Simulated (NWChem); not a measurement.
All runs are NWChem calculations. System: tetrafluoromethane (CF4), charge 0, spin multiplicity 1, at a geometry optimised with PBE0/def2-SVP. Level: TD-PBE/def2-SVP.

Input file:

```
start mol
memory heap 200 mb stack 900 mb global 1100 mb
geometry units angstroms nocenter noautoz
  F      1.074234     0.000000    -0.759589
  C      0.000000     0.000000    -0.000000
  F     -1.074234     0.000000    -0.759589
  F      0.000000    -1.074227     0.759589
  F      0.000000     1.074227     0.759589
  symmetry group C2v
end
basis spherical
  * library def2-svp
end
dft
  xc xpbe96 cpbe96
  semidirect memsize 60000000 filesize 0
  iterations 100
end
tddft
  rpa
  nroots 6
  notriplet
  thresh 1e-4
end
task tddft energy
```

NWChem printed:

```
             Northwest Computational Chemistry Package (NWChem) 7.3.0
             --------------------------------------------------------

                                NWChem Input Module
                                -------------------

 Scaling coordinates for geometry "geometry" by  1.889725989
 (inverse scale =  0.529177249)

 Turning off AUTOSYM since
 SYMMETRY directive was detected!

                             Geometry "geometry" -> ""
                             -------------------------

 Output coordinates in angstroms (scale by  1.889725989 to convert to a.u.)

  No.       Tag          Charge          X              Y              Z
 ---- ---------------- ---------- -------------- -------------- --------------
    1 F                    9.0000     1.07423400     0.00000000    -0.75958900
    2 C                    6.0000     0.00000000     0.00000000     0.00000000
    3 F                    9.0000    -1.07423400     0.00000000    -0.75958900
    4 F                    9.0000     0.00000000    -1.07422700     0.75958900
    5 F                    9.0000     0.00000000     1.07422700     0.75958900

 Effective nuclear repulsion energy (a.u.)     206.5833605567

            Nuclear Dipole moment (a.u.)
            ----------------------------
        X                 Y               Z
 ---------------- ---------------- ----------------
     0.0000000000     0.0000000000     0.0000000000

      Symmetry information
      --------------------

 Group name             C2v
 Group number             16
 Group order               4
 No. of unique centers     3

      Symmetry unique atoms

     1    2    4


 Summary of "ao basis" -> "" (spherical)
 ------------------------------------------------------------------------------
       Tag                 Description            Shells   Functions and Types
 ---------------- ------------------------------  ------  ---------------------
 *                          def2-svp                  on all atoms

  pbe96 is a nonlocal functional; adding pw91lda local functional.

                                 NWChem DFT Module
                                 -----------------

 Summary of "ao basis" -> "ao basis" (spherical)
 ------------------------------------------------------------------------------
       Tag                 Description            Shells   Functions and Types
 ---------------- ------------------------------  ------  ---------------------
 F                          def2-svp                 6       14   3s2p1d
 C                          def2-svp                 6       14   3s2p1d

 Summary of "ao basis" -> "ao basis" (spherical)
 ------------------------------------------------------------------------------
       Tag                 Description            Shells   Functions and Types
 ---------------- ------------------------------  ------  ---------------------
 F                          def2-svp                 6       14   3s2p1d
 C                          def2-svp                 6       14   3s2p1d

      Symmetry analysis of basis
      --------------------------

        a1         27
        a2          9
        b1         17
        b2         17

            General Information
            -------------------
          SCF calculation type: DFT
          Wavefunction type:  closed shell.
          No. of atoms     :     5
          No. of electrons :    42
           Alpha electrons :    21
            Beta electrons :    21
          Charge           :     0
[...]
          sigma_h =   1.4260 Angstrom
         |d_h->e| =   0.6552 Angstrom
            d_exc =   2.2004 Angstrom
            d_CD1 =   0.6866 Angstrom
            d_CD2 =  -0.7551 Angstrom
            d_CD3 =   2.8556 Angstrom
     Pearson C.C. =  -0.1092

     Occ.   20  b2  ---  Virt.   22  a1   0.88706 X
     Occ.   20  b2  ---  Virt.   23  a1  -0.32152 X
     Occ.   21  a2  ---  Virt.   24  b1   0.32177 X
  ----------------------------------------------------------------------------
  Root   2 singlet a2             0.515525947 a.u.               14.0282 eV
  ----------------------------------------------------------------------------
     Transition Moments    X  0.00000   Y  0.00000   Z  0.00000
     Transition Moments   XX -0.00000  XY  0.00006  XZ -0.00000
     Transition Moments   YY  0.00000  YZ -0.00000  ZZ -0.00000
     Dipole Oscillator Strength                    0.0000000000
     Electric Quadrupole                           0.0000000000
     Magnetic Dipole                               0.0000013686
     Total Oscillator Strength                     0.0000013686

          sigma_e =   1.4293 Angstrom
          sigma_h =   1.4665 Angstrom
         |d_h->e| =   0.0008 Angstrom
            d_exc =   2.2004 Angstrom
            d_CD1 =   0.0380 Angstrom
            d_CD2 =  -1.4471 Angstrom
            d_CD3 =   2.2013 Angstrom
     Pearson C.C. =  -0.1547

     Occ.   19  b1  ---  Virt.   25  b2  -0.32130 X
     Occ.   20  b2  ---  Virt.   24  b1   0.32203 X
     Occ.   21  a2  ---  Virt.   22  a1   0.88704 X
  ----------------------------------------------------------------------------
  Root   3 singlet b1             0.515528321 a.u.               14.0282 eV
  ----------------------------------------------------------------------------
     Transition Moments    X -0.00001   Y -0.00000   Z  0.00000
     Transition Moments   XX  0.00000  XY  0.00000  XZ  0.00002
     Transition Moments   YY -0.00000  YZ -0.00000  ZZ -0.00000
     Dipole Oscillator Strength                    0.0000000000
     Electric Quadrupole                           0.0000000000
     Magnetic Dipole                               0.0000013686
     Total Oscillator Strength                     0.0000013687

          sigma_e =   1.3947 Angstrom
          sigma_h =   1.4260 Angstrom
         |d_h->e| =   0.6549 Angstrom
            d_exc =   2.2004 Angstrom
            d_CD1 =   0.6862 Angstrom
            d_CD2 =  -0.7554 Angstrom
            d_CD3 =   2.8553 Angstrom
     Pearson C.C. =  -0.1092

     Occ.   19  b1  ---  Virt.   22  a1  -0.88690 X
     Occ.   19  b1  ---  Virt.   23  a1  -0.32201 X
     Occ.   21  a2  ---  Virt.   25  b2   0.32168 X
  ----------------------------------------------------------------------------
  Root   4 singlet a2             0.518462163 a.u.               14.1081 eV
  ----------------------------------------------------------------------------
     Transition Moments    X  0.00000   Y -0.00000   Z  0.00000
     Transition Moments   XX -0.00000  XY -0.00009  XZ -0.00000
     Transition Moments   YY -0.00000  YZ -0.00000  ZZ  0.00000
     Dipole Oscillator Strength                    0.0000000000
     Electric Quadrupole                           0.0000000000
     Magnetic Dipole                               0.0000000000
     Total Oscillator Strength                     0.0000000000

          sigma_e =   1.1995 Angstrom
          sigma_h =   1.4667 Angstrom
         |d_h->e| =   0.0006 Angstrom
            d_exc =   1.8913 Angstrom
            d_CD1 =   0.2679 Angstrom
            d_CD2 =  -1.3324 Angstrom
            d_CD3 =   1.8919 Angstrom
     Pearson C.C. =   0.0037

     Occ.   19  b1  ---  Virt.   25  b2  -0.57746 X
     Occ.   20  b2  ---  Virt.   24  b1  -0.57696 X
     Occ.   21  a2  ---  Virt.   23  a1   0.57763 X
  ----------------------------------------------------------------------------
  Root   5 singlet a2             0.525683321 a.u.               14.3046 eV
  ----------------------------------------------------------------------------
     Transition Moments    X  0.00000   Y -0.00000   Z  0.00000
     Transition Moments   XX  0.00001  XY  0.26205  XZ -0.00000
     Transition Moments   YY  0.00000  YZ -0.00001  ZZ -0.00001
     Dipole Oscillator Strength                    0.0000000000
     Electric Quadrupole                           0.0000000531
     Magnetic Dipole                               0.0000000000
     Total Oscillator Strength                     0.0000000531

          sigma_e =   1.2029 Angstrom
          sigma_h =   1.4666 Angstrom
         |d_h->e| =   0.0131 Angstrom
            d_exc =   1.9530 Angstrom
            d_CD1 =   0.2767 Angstrom
            d_CD2 =  -1.3216 Angstrom
            d_CD3 =   1.9661 Angstrom
     Pearson C.C. =  -0.0613

     Occ.   14  a2  ---  Virt.   22  a1  -0.09542 X
     Occ.   19  b1  ---  Virt.   25  b2  -0.39760 X
     Occ.   20  b2  ---  Virt.   24  b1  -0.41407 X
     Occ.   21  a2  ---  Virt.   23  a1  -0.81107 X
  ----------------------------------------------------------------------------
  Root   6 singlet a1             0.525686763 a.u.               14.3047 eV
  ----------------------------------------------------------------------------
     Transition Moments    X  0.00000   Y -0.00000   Z -0.00001
     Transition Moments   XX -0.15128  XY -0.00000  XZ -0.00000
     Transition Moments   YY -0.15132  YZ -0.00000  ZZ  0.30260
     Dipole Oscillator Strength                    0.0000000000
     Electric Quadrupole                           0.0000000531
     Magnetic Dipole                               0.0000000000
     Total Oscillator Strength                     0.0000000532

          sigma_e =   1.2029 Angstrom
          sigma_h =   1.4666 Angstrom
         |d_h->e| =   0.0001 Angstrom
            d_exc =   1.9530 Angstrom
            d_CD1 =   0.2638 Angstrom
            d_CD2 =  -1.3347 Angstrom
            d_CD3 =   1.9531 Angstrom
     Pearson C.C. =  -0.0614

     Occ.   15  a1  ---  Virt.   22  a1   0.09543 X
     Occ.   19  b1  ---  Virt.   24  b1  -0.70268 X
     Occ.   20  b2  ---  Virt.   25  b2  -0.70261 X

              Target root =      1
          Target symmetry = none
      Ground state energy =   -436.745233811410
        Excitation energy =      0.515523487148
     Excited state energy =   -436.229710324262

  stored tddft:energy   -436.22971032426210

 Task  times  cpu:       13.4s     wall:       13.4s

 Total times  cpu:       13.4s     wall:       13.4s
```
